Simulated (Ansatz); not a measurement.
# H2B–AlH2, singlet in cc-pVDZ: errors against UCCSDT(Q)

Geometry: a point of a stretch scan, not a stationary point.

```json
{"atom": "B", "x (Å)": "0.0000", "y (Å)": "0.0000", "z (Å)": "4.1567"}
{"atom": "Al", "x (Å)": "0.0000", "y (Å)": "0.0000", "z (Å)": "-1.8253"}
{"atom": "H", "x (Å)": "0.0000", "y (Å)": "1.0122", "z (Å)": "4.7995"}
{"atom": "H", "x (Å)": "0.0000", "y (Å)": "-1.0122", "z (Å)": "4.7995"}
{"atom": "H", "x (Å)": "0.0000", "y (Å)": "1.3568", "z (Å)": "-2.6602"}
{"atom": "H", "x (Å)": "0.0000", "y (Å)": "-1.3568", "z (Å)": "-2.6602"}
```

Basis cc-pVDZ; Ansatz 0.2.0. Only valence electrons are correlated (noble-gas cores frozen), which leaves 10 electrons in 46 orbitals. Prefix R: restricted or restricted open-shell reference; prefix U: unrestricted. Active spaces: pair = (2e, 2o) about the gap; valence = (10e, 12o) chosen from the atoms' valence shells.

Full CI isn't at hand for all of this; UCCSDT(Q) serves as the reference, and is uncertain by about the last step of the cluster series. The frozen core follows each run's orbitals, which can shift R against U totals by a few meV.

Unrestricted rows (U) aren't spin-pure: their determinants' ⟨S²⟩ exceeds S(S+1) by up to 1.01, so they mix in states of higher spin.

The UHF ⟨S²⟩ is 1.005 and the T1 diagnostic (RCCSD) is 0.0402. The largest doubles amplitude (RCCSD) is 0.799.

| level | E − E(UCCSDT(Q)) (meV) | share of correlation (%) | wall time |
| --- | --- | --- | --- |
| RHF | 8155 | 0.00 | – |
| UHF | 4475 | 45.12 | – |
| RMP2 | 2178 | 73.29 | – |
| UMP2 | 1151 | 85.88 | – |
| CISD | 1909 | 76.59 | 0.97 s |
| RCCSD* | 619 | 92.41 | – |
| UCCSD | 85 | 98.96 | – |
| RCCSD(T)* | -140 | 101.72 | 2.6 s |
| UCCSD(T) | 24 | 99.71 | 4.5 s |
| BCCD(T)* | -119 | 101.46 | 2.6 s |
| RCCSDT* | 28 | 99.66 | – |
| UCCSDT | 1 | 99.99 | – |
| RCCSDT(Q)* | -17 | 100.21 | 28 s |
| RCCSDTQ* | -1 | 100.02 | 28 s (H100) |
| CASSCF (pair space) | 4527 | 44.49 | – |
| NEVPT2 (pair space) | 1163 | 85.74 | 0.51 s |
| MRCISD (pair space) | 373 | 95.42 | – |
| MRCISD+Q (pair space) | -4 | 100.05 | 4.4 s (H100) |
| CASSCF (valence space) | 2734 | 66.47 | – |
| NEVPT2 (valence space) | 858 | 89.48 | 8.5 s (H100) |
| MRCISD (valence space) | 144 | 98.23 | – |
| MRCISD+Q (valence space) | 2 | 99.98 | 18 s (H100) |

An asterisk marks runs whose energy the program itself flagged as in doubt.

The correlation energy at UCCSDT(Q), counted from RHF, is -8.155 eV. That run took 16 s on 2 threads of AMD EPYC 7R13 with a shared H100 80 GB, shared host.

Times hold each run's SCF and search for its determinant on a shared host, so for small cases they say little of a method's own cost; rows without a card ran on 1 thread of AMD EPYC 7R13.

Natural occupations of CASSCF (valence space) about the gap: 1.978 1.977 1.975 1.971 1.070 0.929 0.025 0.018 0.018 0.017; effectively unpaired electrons, Σ n²(2−n)², 2.00.
